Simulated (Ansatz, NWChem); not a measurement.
C4H6 (1,2-butadiene): from total energies to a heat of formation

C4H6 has 10 atoms, charge 0, and is taken as a singlet. SMILES: `C=C=CC`. The shape is that of a PBE0-D4/def2-TZVP optimisation.

```
atom    x (Å)    y (Å)    z (Å)
   C  -1.0282   1.6402  -0.8077
   C  -0.2150   0.6560  -0.5590
   C   0.5956  -0.3298  -0.3056
   C   0.5141  -1.2167   0.8983
   H  -1.9386   1.4891  -1.3795
   H  -0.8220   2.6456  -0.4538
   H   1.3937  -0.5279  -1.0192
   H   0.3807  -2.2612   0.6018
   H  -0.3180  -0.9322   1.5423
   H   1.4376  -1.1630   1.4823
```

Total energies at SVWN5/cc-pVDZ (NWChem 7.3.0); the atoms run unrestricted:

```
species    state  energy (Eh)
   C4H6  singlet  -154.492039
      C  triplet   -37.457783
      H  doublet    -0.477467
```

Harmonic wavenumbers at PBE0-D4/def2-TZVP, in cm⁻¹: 171, 210, 344, 543, 577, 876, 891, 898, 1015, 1057, 1093, 1159, 1359, 1400, 1467, 1475, 1501, 2077, 3044, 3101, 3136, 3139, 3153, 3215.

Measured heats of formation of the gaseous atoms at 298.15 K, in kJ/mol: C 716.9, H 218.0. Spin-orbit lowering of the atoms at 298 K (mean of the ground term's levels less their thermal mean, from spectra), in kJ/mol: C 0.02. Take 1 Eh = 2625.50 kJ/mol, 1 cm⁻¹ = 0.0119627 kJ/mol, RT = 2.479 kJ/mol.

Q: What heat of formation follows?

A: 
1. Electronic atomisation energy: 4 × (-37.457783) + 6 × (-0.477467) − (-154.492039) = 1.796105 Eh = 4715.7 kJ/mol.
2. Zero-point energy: half the sum of the wavenumbers, 18450.5 cm⁻¹ = 220.7 kJ/mol.
3. Thermal vibrational enthalpy, Σ hcν̃/(exp(hcν̃/kT) − 1): 5.8 kJ/mol. Translation, rotation and pV of a non-linear molecule: 4 RT = 9.9 kJ/mol.
4. The 10 free atoms carry 5/2 RT each: 62.0 kJ/mol.
5. Spin-orbit coupling lowers the free atoms by 4 × 0.02 = 0.1 kJ/mol.
6. Atomisation enthalpy at 298 K: 4715.7 − 0.1 − 220.7 − 5.8 − 9.9 + 62.0 = 4541.2 kJ/mol.
7. Sum of the atoms' heats of formation: 4175.6 kJ/mol. Heat of formation: 4175.6 − 4541.2 = -365.6 kJ/mol.

The tabulated value is +162.3 kJ/mol (CRC Handbook of Chemistry and Physics), so this level is off by -527.9 kJ/mol, or 13.2 % of the atomisation enthalpy that the table implies (4013.2 kJ/mol). The LDA overbinds, which puts heats of formation too low. Anharmonicity and any spin-orbit splitting of the molecule are left out.
